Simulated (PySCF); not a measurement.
# CISD/STO-6G run of C2Si

What is the vertical singlet–triplet gap of C2Si at CISD/STO-6G? Input form: a Python script.

Program for the calculation: PySCF 2.14.0.

29 further runs of the same task are left out: 10 that didn't finish, 19 set aside as unsound or not needed.

## (1) The molecule

The species is C2Si (3 atoms), meant as a singlet with charge 0. The coordinates come from a GFN2-xTB relaxation.

Bond lengths: C1–C2 1.259 Å, C2–Si3 1.781 Å. Angles: C1–C2–Si3 180.0°.

## (2) The energy at CISD/STO-6G

The input, input.py:

```python
# Silicon dicarbide
from pyscf import gto, ci

mol = gto.Mole()
mol.atom = '''
C     -2.101054     1.393692    -0.987892
C     -0.255434     0.168601    -0.120187
Si     2.356488    -1.562312     1.108079
'''
mol.max_memory = 1860
mol.basis = 'sto-6g'
mol.verbose = 3
mol.charge = 0
mol.unit = 'bohr'
mol.build()

myscf = mol.RHF()
myscf.conv_tol = 1e-10
myscf.kernel()
if not myscf.converged:
    myscf = myscf.newton().run(myscf.mo_coeff, myscf.mo_occ)

cisd = ci.CISD(myscf, frozen=7)
cisd.kernel()
e_tot = cisd.e_tot
print('E = %.10f Eh' % e_tot)
```

Launch:

```bash
OMP_NUM_THREADS=1 python input.py
```

The log of the run:

```text
converged SCF energy = -363.195596640407
E(RCISD) = -363.365774619896  E_corr = -0.170177979489194
E = -363.3657746199 Eh
```

Run time: 0.72 s. Hardware: 1 thread of Arm Neoverse V2, shared host; peak memory 0.12 GiB.

## (3) The triplet at the same level

The input, input.py:

```python
from pyscf import gto, scf, ci

mol = gto.M(
    atom='C -1.111830 0.737510 -0.522770; C -0.135170 0.089220 -0.063600; Si 1.247000 -0.826740 0.586370',
    basis='sto-6g',
    max_memory=1860,
    verbose=3,
    charge=0,
    spin=2,
)

hf = scf.UHF(mol)
hf.conv_tol = 1e-10
hf.kernel()
if not hf.converged:
    hf = hf.newton().run(hf.mo_coeff, hf.mo_occ)

cisd = ci.CISD(hf, frozen=7)
cisd.kernel()
etot = cisd.e_tot
print(f'total energy: {etot:.8f} hartree')
```

Launch:

```bash
OMP_NUM_THREADS=1 python input.py
```

The log of the run:

```text
WARN: HOMO 0.0502210922357139 >= LUMO -0.173538466050003

converged SCF energy = -363.208935631402  <S^2> = 2.7204382  2S+1 = 3.4469918
E(UCISD) = -363.3386236428345  E_corr = -0.1296880114324557
total energy: -363.33862364 hartree
```

Run time: 0.72 s. Hardware: 1 thread of Arm Neoverse V2, shared host; peak memory 0.1 GiB.

## (4) Summary of results

At CISD/STO-6G, 7 core orbitals frozen:

```
                                                           quantity          value
                                              singlet: total energy  -363.36577 Eh
                      singlet: dipole moment (Hartree–Fock density)         5.56 D
                       singlet: HOMO energy (Hartree–Fock orbitals)       -6.72 eV
                       singlet: LUMO energy (Hartree–Fock orbitals)        4.36 eV
                     singlet: HOMO–LUMO gap (Hartree–Fock orbitals)       11.08 eV
               singlet: correlation energy (7 core orbitals frozen)     -170.2 mEh
                                              triplet: total energy  -363.33862 Eh
                      triplet: dipole moment (Hartree–Fock density)         0.57 D
triplet: HOMO energy (Hartree–Fock orbitals) (highest over α and β)       -4.69 eV
 triplet: LUMO energy (Hartree–Fock orbitals) (lowest over α and β)        5.36 eV
               triplet: correlation energy (7 core orbitals frozen)     -129.7 mEh
                         triplet: ⟨S²⟩ of the reference determinant          2.720
                   vertical energy of the triplet above the singlet       0.739 eV
```

At this shape the triplet lies 0.74 eV (17.0 kcal/mol) above the singlet. In a minimal basis such a difference can be off by several eV, whatever the method. Mulliken charges (singlet) of the mean-field density run from -0.56 on C2 to +0.64 on Si3; they depend strongly on the basis. ⟨S²⟩ (triplet) is 2.72 where a pure triplet has 2.00: the reference is spin-contaminated.
